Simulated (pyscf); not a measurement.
PySCF, gas phase, ωB97X-D3(BJ)/def2-SVP geometries. Correlated levels are frozen-core, on RHF or UHF. ΔMP2 is the change of the MP2 total energy from the triple- to the quadruple-zeta basis. Singlets are restricted, triplets unrestricted.

Singlet (Å):
```xyz
2

C      1.4028    -2.0830    -0.5146
S      0.4954    -1.2315    -1.4018
```

Triplet (Å):
```xyz
2

C      1.4159    -2.0954    -0.5018
S      0.4820    -1.2190    -1.4149
```

**Question.** For these two minima of :C=S (SMILES [C]=S), which spin state lies lower at CCSD(T)/def2-TZVPP + ΔMP2(QZVPP), and by how much (electronic energies)?

**Answer.** The singlet, by 337.2 kJ/mol. Zero-point energy shifts E(triplet) − E(singlet) by -1.1 kJ/mol. 

E(triplet) − E(singlet) by level (kJ/mol):

```
level                                gap
--------------------------------  ------
ωB97X-D3(BJ)/def2-TZVP            +329.6
PBE/def2-TZVP                     +311.1
r²SCAN/def2-TZVP                  +292.2
B3LYP-D3(BJ)/def2-TZVP            +318.1
PBE0-D3(BJ)/def2-TZVP             +303.9
M06-2X/def2-TZVP                  +319.7
ωB97M-D3(BJ)/def2-TZVP            +342.2
HF/def2-TZVP                      +211.8
MP2/def2-QZVPP                    +393.4
CCSD/def2-TZVPP                   +320.5
CCSD(T)/def2-TZVPP                +333.0
CCSD(T)/def2-TZVPP + ΔMP2(QZVPP)  +337.2
```

The triplet is the lowest one reached from the SCF start used. The CCSD(T) − MP2 part came from Ansatz, without density fitting, on the same reference. An open-shell T1 diagnostic exceeds 0.045. A UHF reference is spin-contaminated (<S²> up to 2.45), which harms MP2 most. The term symbol of open-shell :C=S was not checked; spin-orbit terms are left out.
